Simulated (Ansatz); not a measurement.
A nudged elastic band was laid between two geometries of CH$_{4}$S$_{2}$ (7 atoms, charge 0, multiplicity 1).

The calculation used Ansatz, RKS PBE0/def2-SVP.

```yaml
movable_images: 9
climbing_image: yes
spring: 5.0 eV/Å²
optimiser: quadratic models (default)
start_path: through a guess of the saddle point
force_threshold: 0.05 eV/Å
iteration_limit: 26
end_points: relaxed
```

First end point:

```xyz
7
Properties=species:S:1:pos:R:3
C -0.759 0.535 -0.255
S 0.412 0.322 1.109
S 1.954 -0.724 0.218
H -1.172 -0.429 -0.586
H -0.292 1.057 -1.101
H -1.576 1.156 0.146
H 1.495 -1.985 0.425
```

Last end point:

```xyz
7
Properties=species:S:1:pos:R:3
C -0.774 0.517 -0.247
S 0.297 0.186 1.175
S 1.247 -1.564 0.625
H -1.452 -0.327 -0.435
H -0.190 0.743 -1.150
H -1.368 1.403 0.026
H 2.301 -1.026 -0.040
```

(1) Which bonds break or form, and what moves?

(2) What energy profile does the band end with?

(3) What is the geometry of the highest image?

(4) What are the harmonic wavenumbers there?

Results:

(1) No bond is made or broken. The dihedral C1–S2–S3–H7 goes from -88 to 88°. The two ends are copies of one structure, up to a mirror image or an exchange of like atoms.

(2) It converged. The highest image is number 5 of 0 to 10, 0.37 eV above the ends, which have the same energy within 2 meV. A vibrational analysis at the climbing image gives one clearly imaginary mode, 385i cm⁻¹: a first-order saddle point.

```
image  path coordinate (Å)  energy (eV)  dihedral C1–S2–S3–H7 (°)
    0                 0.00         0.00                       -88
    1                 0.32         0.01                       -79
    2                 0.64         0.07                       -65
    3                 0.96         0.17                       -46
    4                 1.28         0.30                       -24
    5                 1.60         0.37                         0
    6                 1.92         0.30                        24
    7                 2.24         0.17                        46
    8                 2.56         0.07                        64
    9                 2.88         0.01                        79
   10                 3.20         0.00                        88
```

(3) 
```xyz
7
Properties=species:S:1:pos:R:3:forces:R:3
C -0.682 0.428 -0.198 -0.02 -0.02 -0.01
S 0.413 0.533 1.227 0.00 0.00 0.01
S 1.839 -0.980 0.764 0.00 -0.01 -0.01
H -1.171 -0.556 -0.266 0.01 0.00 0.01
H -0.156 0.661 -1.136 0.01 0.00 0.00
H -1.457 1.192 -0.032 -0.01 0.01 0.00
H 1.275 -1.347 -0.406 0.00 0.00 0.01
```

(4) 385i, 225, 240, 481, 740, 853, 967, 983, 1329, 1427, 1457, 2718, 3050, 3161, 3173 cm⁻¹.

Run time: 7.7 min on 1 CPU thread of a shared host.
